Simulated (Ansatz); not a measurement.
Reaction: C2H4 (SMILES C=C) → C2H4 (parent SMILES C=C, triplet)
Each species at its own B3LYP-D3(BJ)/def2-TZVP minimum (Ansatz, a first-principles code).

Total energies in hartree (Ansatz). Radicals and triplets start from unrestricted determinants; spin-orbit coupling is neglected. Cores are frozen in correlated methods. No relativity. The spin of C2H4 (parent SMILES C=C, triplet) was assumed, and the state is the lowest solution found for it.

```tsv
species	HF/cc-pVTZ	CCSD(T)/cc-pVTZ	HF/cc-pVQZ	CCSD(T)/cc-pVQZ	CCSDT(Q)/cc-pVTZ
1: C2H4 (SMILES C=C)	-78.06404	-78.43863	-78.06933	-78.46163	-78.43977
2: C2H4 (parent SMILES C=C, triplet)	-77.99439	-78.33062	-77.99953	-78.35268	-78.33181
```

Q: Work out the adiabatic triplet-singlet gap (electronic) in kcal/mol: take Hartree-Fock from cc-pVQZ, extrapolate the CCSD(T) correlation energy as X^-3 (X = 3, 4), and add CCSDT(Q) - CCSD(T) in cc-pVTZ. 1 hartree = 627.51 kcal/mol.

A: 
Species 1: correlation (64·(-0.39230) - 27·(-0.37459))/37 = -0.40522; step -0.00114; E1 = -78.06933 + (-0.40522) + (-0.00114) = -78.47569
Species 2: correlation (64·(-0.35315) - 27·(-0.33623))/37 = -0.36550; step -0.00119; E2 = -77.99953 + (-0.36550) + (-0.00119) = -78.36622
-1·E1 +1·E2 = 0.10947 hartree = 68.7 kcal/mol.
